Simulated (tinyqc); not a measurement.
Inside a calculation. Method: G0W0 on RHF in the sto-6g basis, for H2O, spin multiplicity 1. One step of it, computed by the program tinyqc.

Question. Iteration 8 (converged): orbitals. Diagonalise F' = X^T F X, C = X C', fill 5 alpha and 5 beta electrons from the bottom; D = 2 C_occ C_occ^T. Each column has its largest component positive (the first on a tie).

converged F (hartree), order 1O 1s, 1O 2s, 1O 2px, 1O 2py, 1O 2pz, 2H 1s, 3H 1s:
```
[[-20.484703, -4.962815, 0.000000, 0.000000, -0.029473, -1.304698, -1.304698],
 [-4.962815, -2.348927, 0.000000, 0.000000, -0.132591, -1.073064, -1.073064],
 [0.000000, 0.000000, -0.393765, 0.000000, 0.000000, 0.000000, 0.000000],
 [0.000000, 0.000000, 0.000000, -0.365744, 0.000000, -0.421571, 0.421571],
 [-0.029473, -0.132591, 0.000000, 0.000000, -0.371354, -0.346644, -0.346644],
 [-1.304698, -1.073064, 0.000000, -0.421571, -0.346644, -0.623445, -0.408002],
 [-1.304698, -1.073064, 0.000000, 0.421571, -0.346644, -0.408002, -0.623445]]
```

X, order 1O 1s, 1O 2s, 1O 2px, 1O 2py, 1O 2pz, 2H 1s, 3H 1s:
```
[[1.022991, -0.140826, 0.000000, 0.000000, -0.009285, 0.020845, 0.020845],
 [-0.140826, 1.283624, 0.000000, 0.000000, 0.115452, -0.325593, -0.325593],
 [0.000000, 0.000000, 1.000000, 0.000000, 0.000000, 0.000000, 0.000000],
 [0.000000, 0.000000, 0.000000, 1.139253, 0.000000, -0.259832, 0.259832],
 [-0.009285, 0.115452, 0.000000, 0.000000, 1.050730, -0.143485, -0.143485],
 [0.020845, -0.325593, 0.000000, -0.259832, -0.143485, 1.238752, -0.089234],
 [0.020845, -0.325593, 0.000000, 0.259832, -0.143485, -0.089234, 1.238752]]
```

Give: F' = X^T F X; orbital energies; coefficients C; D after iteration 8.

Answer.

F' = X^T F X (hartree):
```
[[-20.1533, -2.5078, 0.0000, 0.0000, -0.0431, -0.2422, -0.2422],
 [-2.5078, -1.1376, 0.0000, 0.0000, 0.1113, -0.5579, -0.5579],
 [0.0000, 0.0000, -0.3938, 0.0000, 0.0000, 0.0000, 0.0000],
 [0.0000, 0.0000, 0.0000, -0.0046, 0.0000, -0.5121, 0.5121],
 [-0.0431, 0.1113, 0.0000, 0.0000, -0.2333, -0.3156, -0.3156],
 [-0.2422, -0.5579, 0.0000, -0.5121, -0.3156, 0.0395, -0.1131],
 [-0.2422, -0.5579, 0.0000, 0.5121, -0.3156, -0.1131, 0.0395]]
```

orbital energies (hartree): [-20.4880, -1.2852, -0.6545, -0.4440, -0.3938, 0.6194, 0.8024]

coefficients C, order 1O 1s, 1O 2s, 1O 2px, 1O 2py, 1O 2pz, 2H 1s, 3H 1s:
```
[[0.9966, -0.2212, 0.0000, 0.0918, 0.0000, -0.1297, 0.0000],
 [0.0167, 0.8260, 0.0000, -0.5160, 0.0000, 0.9716, 0.0000],
 [0.0000, 0.0000, 0.0000, 0.0000, 1.0000, 0.0000, 0.0000],
 [0.0000, 0.0000, 0.6025, 0.0000, 0.0000, 0.0000, 1.0344],
 [0.0033, 0.1329, 0.0000, 0.8125, 0.0000, 0.6933, 0.0000],
 [-0.0041, 0.1584, 0.4338, 0.2524, 0.0000, -0.8360, -0.8724],
 [-0.0041, 0.1584, -0.4338, 0.2524, 0.0000, -0.8360, 0.8724]]
```

D after iteration 8, order 1O 1s, 1O 2s, 1O 2px, 1O 2py, 1O 2pz, 2H 1s, 3H 1s:
```
[[2.1009, -0.4269, 0.0000, 0.0000, 0.0969, -0.0319, -0.0319],
 [-0.4269, 1.8977, 0.0000, 0.0000, -0.6188, 0.0011, 0.0011],
 [0.0000, 0.0000, 2.0000, 0.0000, 0.0000, 0.0000, 0.0000],
 [0.0000, 0.0000, 0.0000, 0.7260, 0.0000, 0.5227, -0.5227],
 [0.0969, -0.6188, 0.0000, 0.0000, 1.3558, 0.4523, 0.4523],
 [-0.0319, 0.0011, 0.0000, 0.5227, 0.4523, 0.5540, -0.1987],
 [-0.0319, 0.0011, 0.0000, -0.5227, 0.4523, -0.1987, 0.5540]]
```
